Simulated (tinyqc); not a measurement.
Inside a calculation. Method: RHF in the sto-3g basis, for H2O, spin multiplicity 1. One step of it, computed by the program tinyqc.

Question. Iteration 2: building the Fock matrix. J_ij = sum D_kl (ij|kl), K_ij = sum D_kl (ik|jl); F = H + J - 0.5 K; E = tr D H + tr D J / 2 - 0.25 tr D K + E_nn.

D after iteration 1, lower triangle:
```
            1O 1s      1O 2s    1O 2px     1O 2py    1O 2pz      2H 1s     3H 1s
1O 1s    2.106386
1O 2s   -0.445343   1.925278
1O 2px   0.000000   0.000000  2.000000
1O 2py  -0.000786   0.006814  0.000000   1.015680
1O 2pz   0.101031  -0.550929  0.000000   0.000673  1.302731
2H 1s   -0.031148   0.018821  0.000000   0.519058  0.443497   0.440444
3H 1s   -0.032111   0.016228  0.000000  -0.516002  0.441934  -0.088332  0.437710
```

core Hamiltonian H = T + V (hartree), lower triangle:
```
             1O 1s      1O 2s     1O 2px     1O 2py     1O 2pz      2H 1s      3H 1s
1O 1s   -32.642029
1O 2s    -7.594132  -9.262074
1O 2px    0.000000   0.000000  -7.397908
1O 2py    0.000424   0.004420   0.000000  -7.520438
1O 2pz   -0.017325  -0.208513   0.000000   0.002545  -7.486143
2H 1s    -1.428337  -3.235272   0.000000  -1.758286  -1.557352  -4.760837
3H 1s    -1.502561  -3.353414   0.000000   1.808146  -1.599314  -1.402064  -4.833873
```

Two-electron integrals (ij|kl) in chemists' order, unique and non-zero (hartree):
```
(11|11) 4.785065    (21|11) 0.741380    (21|21) 0.136873    (22|11) 1.118947
(22|21) 0.256633    (22|22) 0.817206    (31|31) 0.024477    (32|31) 0.037809
(32|32) 0.180518    (33|11) 1.115814    (33|21) 0.256684    (33|22) 0.817023
(33|33) 0.880159    (41|41) 0.024477    (42|41) 0.037809    (42|42) 0.180518
(43|43) 0.047444    (44|11) 1.115814    (44|21) 0.256684    (44|22) 0.817023
(44|33) 0.785270    (44|44) 0.880159    (51|51) 0.024477    (52|51) 0.037809
(52|52) 0.180518    (53|53) 0.047444    (54|54) 0.047444    (55|11) 1.115814
(55|21) 0.256684    (55|22) 0.817023    (55|33) 0.785270    (55|44) 0.785270
(55|55) 0.880159    (61|11) 0.140205    (61|21) 0.025673    (61|22) 0.047850
(61|33) 0.047757    (61|41) 0.000903    (61|42) 0.001694    (61|44) 0.047924
(61|51) 0.000767    (61|52) 0.001438    (61|54) 0.000141    (61|55) 0.047877
(61|61) 0.004878    (62|11) 0.348163    (62|21) 0.080884    (62|22) 0.286017
(62|33) 0.281101    (62|41) 0.004636    (62|42) 0.035720    (62|44) 0.289514
(62|51) 0.003935    (62|52) 0.030321    (62|54) 0.007141    (62|55) 0.287163
(62|61) 0.015477    (62|62) 0.124936    (63|31) 0.008377    (63|32) 0.049079
(63|43) 0.007381    (63|53) 0.006266    (63|63) 0.017609    (64|11) 0.193456
(64|21) 0.045516    (64|22) 0.171845    (64|33) 0.164085    (64|41) 0.010659
(64|42) 0.069347    (64|44) 0.183686    (64|51) 0.001937    (64|52) 0.017205
(64|54) 0.010373    (64|55) 0.167571    (64|61) 0.009086    (64|62) 0.091187
(64|64) 0.083392    (65|11) 0.164218    (65|21) 0.038637    (65|22) 0.145874
(65|33) 0.139286    (65|41) 0.001937    (65|42) 0.017205    (65|44) 0.143393
(65|51) 0.010021    (65|52) 0.063684    (65|54) 0.010868    (65|55) 0.154777
(65|61) 0.007713    (65|62) 0.077406    (65|64) 0.055842    (65|65) 0.065011
(66|11) 0.494332    (66|21) 0.116705    (66|22) 0.473898    (66|33) 0.454877
(66|41) 0.008509    (66|42) 0.090921    (66|44) 0.487696    (66|51) 0.007223
(66|52) 0.077180    (66|54) 0.027859    (66|55) 0.478526    (66|61) 0.022519
(66|62) 0.262960    (66|64) 0.219048    (66|65) 0.185943    (66|66) 0.774606
(71|11) 0.147584    (71|21) 0.027020    (71|22) 0.050345    (71|33) 0.050247
(71|41) -0.000951   (71|42) -0.001782   (71|44) 0.050421    (71|51) 0.000807
(71|52) 0.001511    (71|54) -0.000148   (71|55) 0.050373    (71|61) 0.005059
(71|62) 0.015799    (71|64) 0.008489    (71|65) 0.007879    (71|66) 0.022765
(71|71) 0.005403    (72|11) 0.361560    (72|21) 0.083975    (72|22) 0.296369
(72|33) 0.291313    (72|41) -0.004810   (72|42) -0.036854   (72|44) 0.299969
(72|51) 0.004081    (72|52) 0.031264    (72|54) -0.007343   (72|55) 0.297542
(72|61) 0.015591    (72|62) 0.105391    (72|64) 0.053063    (72|65) 0.063476
(72|66) 0.182135    (72|71) 0.016904    (72|72) 0.133434    (73|31) 0.008756
(73|32) 0.051084    (73|43) -0.007643   (73|53) 0.006484    (73|63) 0.014442
(73|73) 0.018944    (74|11) -0.199383   (74|21) -0.046904   (74|22) -0.176753
(74|33) -0.168746   (74|41) 0.011109    (74|42) 0.071878    (74|44) -0.188997
(74|51) -0.001996   (74|52) -0.017640   (74|54) 0.010696    (74|55) -0.172319
(74|61) -0.008309   (74|62) -0.052496   (74|64) -0.012440   (74|65) -0.030932
(74|66) -0.080555   (74|71) -0.009856   (74|72) -0.096666   (74|74) 0.088166
(75|11) 0.169142    (75|21) 0.039790    (75|22) 0.149945    (75|33) 0.143152
(75|41) -0.001996   (75|42) -0.017640   (75|44) 0.147364    (75|51) 0.010449
(75|52) 0.066048    (75|54) -0.011216   (75|55) 0.159151    (75|61) 0.007718
(75|62) 0.063128    (75|64) 0.031073    (75|65) 0.051890    (75|66) 0.119486
(75|71) 0.008361    (75|72) 0.082005    (75|74) -0.058722   (75|75) 0.068760
(76|11) 0.138717    (76|21) 0.032539    (76|22) 0.125274    (76|33) 0.122194
(76|41) 0.000012    (76|42) 0.000144    (76|44) 0.124486    (76|51) 0.002446
(76|52) 0.022566    (76|54) 0.000042    (76|55) 0.129006    (76|61) 0.006171
(76|62) 0.054995    (76|64) 0.034736    (76|65) 0.038271    (76|66) 0.121559
(76|71) 0.006491    (76|72) 0.056618    (76|74) -0.035329   (76|75) 0.039140
(76|76) 0.029912    (77|11) 0.503407    (77|21) 0.118821    (77|22) 0.481125
(77|33) 0.461714    (77|41) -0.008764   (77|42) -0.092750   (77|44) 0.495227
(77|51) 0.007435    (77|52) 0.078682    (77|54) -0.028430   (77|55) 0.485832
(77|61) 0.022029    (77|62) 0.178412    (77|64) 0.079715    (77|65) 0.117753
(77|66) 0.331393    (77|71) 0.024128    (77|72) 0.273494    (77|74) -0.226168
(77|75) 0.191865    (77|76) 0.121559    (77|77) 0.774606
```

nuclear repulsion = 8.55080835 hartree

Give: Coulomb J; exchange K; Fock matrix F; total energy of this density.

Answer.

Coulomb J (hartree), lower triangle:
```
          1O 1s    1O 2s  1O 2px   1O 2py  1O 2pz   2H 1s   3H 1s
1O 1s   17.5136
1O 2s    3.3075   8.2640
1O 2px   0.0000   0.0000  8.2649
1O 2py   0.0000  -0.0005  0.0000   8.2494
1O 2pz  -0.0083   0.0261  0.0000  -0.0006  8.2541
2H 1s    0.6203   2.8738  0.0000   1.7189  1.4744  4.8546
3H 1s    0.6528   2.9780  0.0000  -1.7679  1.5153  1.2645  4.9201
```

exchange K (hartree), lower triangle:
```
          1O 1s    1O 2s  1O 2px   1O 2py  1O 2pz   2H 1s   3H 1s
1O 1s    9.7786
1O 2s    1.6632   2.6470
1O 2px   0.0000   0.0000  2.2785
1O 2py  -0.0001  -0.0009  0.0000   1.9016
1O 2pz   0.0042  -0.1157  0.0000  -0.0042  2.0087
2H 1s    0.3278   1.0100  0.0000   0.6221  0.5321  1.0922
3H 1s    0.3445   1.0430  0.0000  -0.6327  0.5407  0.3892  1.1210
```

Fock matrix F (hartree), lower triangle:
```
           1O 1s    1O 2s   1O 2px   1O 2py   1O 2pz    2H 1s    3H 1s
1O 1s   -20.0177
1O 2s    -5.1183  -2.3216
1O 2px    0.0000   0.0000  -0.2723
1O 2py    0.0004   0.0044   0.0000  -0.2219
1O 2pz   -0.0278  -0.1246   0.0000   0.0040  -0.2365
2H 1s    -0.9719  -0.8664   0.0000  -0.3504  -0.3490  -0.4523
3H 1s    -1.0220  -0.8969   0.0000   0.3566  -0.3544  -0.3321  -0.4743
```

total energy of this density = -74.920216 hartree
